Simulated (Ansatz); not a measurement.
Cost and result for the atomization energy of AlClH₄Si (`[AlH2][SiH2]Cl`) (7 atoms, 6 bonds).

Charge 0, multiplicity 1. The geometry is a stationary point of PBE0-D4/def2-TZVP. Program: Ansatz. All runs use 2 threads of an Arm Neoverse V1 on a shared host. Times are those of one run each, without the atoms' runs, and a repeat can differ threefold. Electronic energies, without spin–orbit coupling; frozen cores. CCSD(T)/CBS adds CCSD(T) − MP2 in def2-TZVPP to the MP2 limit, and its time is that of the two runs behind it. T1 = 0.010. HSE06 is the plane-wave form, built on full-range PBE exchange.

CCSD(T)/CBS is a level of theory with its own doubt, some kJ/mol a heavy atom from the limit and from the frozen cores, so smaller differences don't rank the functionals.

```json
{"level": "CCSD(T)/def2-SVP", "functions": "74", "wall time": "1.1 s", "atomization (kJ/mol)": "1703.0", "difference from CCSD(T)/CBS": "-142.9", "per bond": "-23.8"}
{"level": "revPBE-D4/def2-TZVPP", "functions": "182", "wall time": "1.8 s", "atomization (kJ/mol)": "1786.3", "difference from CCSD(T)/CBS": "-59.6", "per bond": "-9.9"}
{"level": "BLYP-D4/def2-TZVPP", "functions": "182", "wall time": "2.1 s", "atomization (kJ/mol)": "1798.9", "difference from CCSD(T)/CBS": "-47.0", "per bond": "-7.8"}
{"level": "PBE-D4/def2-TZVPP (with forces)", "functions": "182", "wall time": "2.4 s", "atomization (kJ/mol)": "1809.7", "difference from CCSD(T)/CBS": "-36.2", "per bond": "-6.0"}
{"level": "PBE0-D4/def2-TZVPP", "functions": "182", "wall time": "2.6 s", "atomization (kJ/mol)": "1810.9", "difference from CCSD(T)/CBS": "-35.0", "per bond": "-5.8"}
{"level": "HSE06-D4/def2-TZVPP", "functions": "182", "wall time": "2.8 s", "atomization (kJ/mol)": "1811.5", "difference from CCSD(T)/CBS": "-34.4", "per bond": "-5.7"}
{"level": "B2PLYP/def2-TZVPP", "functions": "182", "wall time": "4.3 s", "atomization (kJ/mol)": "1802.4", "difference from CCSD(T)/CBS": "-43.5", "per bond": "-7.2"}
{"level": "PBE-QIDH/def2-TZVPP", "functions": "182", "wall time": "4.4 s", "atomization (kJ/mol)": "1814.7", "difference from CCSD(T)/CBS": "-31.2", "per bond": "-5.2"}
{"level": "r2SCAN-D4/def2-TZVPP (with forces)", "functions": "182", "wall time": "4.8 s", "atomization (kJ/mol)": "1842.2", "difference from CCSD(T)/CBS": "-3.7", "per bond": "-0.6"}
{"level": "ωB97X-V/def2-TZVPP", "functions": "182", "wall time": "8 s", "atomization (kJ/mol)": "1859.9", "difference from CCSD(T)/CBS": "14.0", "per bond": "2.3"}
{"level": "MP2/def2-QZVPP", "functions": "330", "wall time": "12 s", "atomization (kJ/mol)": "1817.9", "difference from CCSD(T)/CBS": "-28.0", "per bond": "-4.7"}
{"level": "CCSD(T)/def2-TZVPP", "functions": "182", "wall time": "25 s", "atomization (kJ/mol)": "1791.5", "difference from CCSD(T)/CBS": "-54.4", "per bond": "-9.1"}
{"level": "CCSD(T)/CBS(def2)", "functions": "–", "wall time": "37 s", "atomization (kJ/mol)": "1845.9", "difference from CCSD(T)/CBS": "0.0", "per bond": "0.0"}
```

From PBE to PBE0 (25 % exact exchange), in def2-TZVPP and without D4, the atomization energy moves by +3.3 kJ/mol. The D4 term adds +23.2 kJ/mol with B3LYP and +12.1 kJ/mol with PBE0; it sums over pairs of atoms, weighted by their polarisabilities, and B3LYP, whose exchange is more repulsive, gets the larger term. At CCSD(T), def2-SVP lies −142.9 kJ/mol from the extrapolated value and def2-TZVPP −54.4 kJ/mol: correlation converges slowly with the basis, and small sets miss more of it in the bonded molecule than in its fragments.

B3LYP here is the variant with VWN-RPA as its local correlation; programs differ in this.
